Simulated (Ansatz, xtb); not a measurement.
A geometry optimisation of BFH3Si+ with r2SCAN-D4/def2-SVP

The starting geometry of this gas-phase singlet was built from a drawn formula by distance geometry; its bonds are those of `[BH+][SiH2]F`.

```xyz
6

B    -0.7806   -0.3956   -1.0407
F    -3.3553   -0.4915    0.5161
Si   -2.3223    0.6294   -0.1689
H     0.4211   -0.6125   -1.2474
H    -2.9539    1.1744   -1.3837
H    -1.9405    1.6854    0.7988
```

Where would you expect an optimisation with r2SCAN-D4/def2-SVP to take it?

It keeps its bonds, and is `[BH+][SiH2]F`.

The energy falls by 0.45 eV over 9 steps:

```csv
step,E − E(last) (eV)
1,0.452
2,0.085
3,0.031
4,0.007
5,0.002
6,0.000
7,0.000
8,0.000
9,0.000
```

Final geometry (Å):

```xyz
6

B    -0.6856   -0.2239   -0.8812
F    -3.1264   -0.5893    0.4174
Si   -2.3956    0.7027   -0.2063
H     0.2846   -0.8219   -1.2502
H    -3.0623    1.2397   -1.4152
H    -1.9463    1.6824    0.8098
```

From the same start GFN2-xTB ends elsewhere, at `B[SiH+]F`.

The end wasn't checked by frequencies. Run with Ansatz 0.2.0, 14 s on 1 thread of Intel(R) Xeon(R) Platinum 8259CL CPU @ 2.50GHz (Skylake/Cascade Lake), on a shared host.
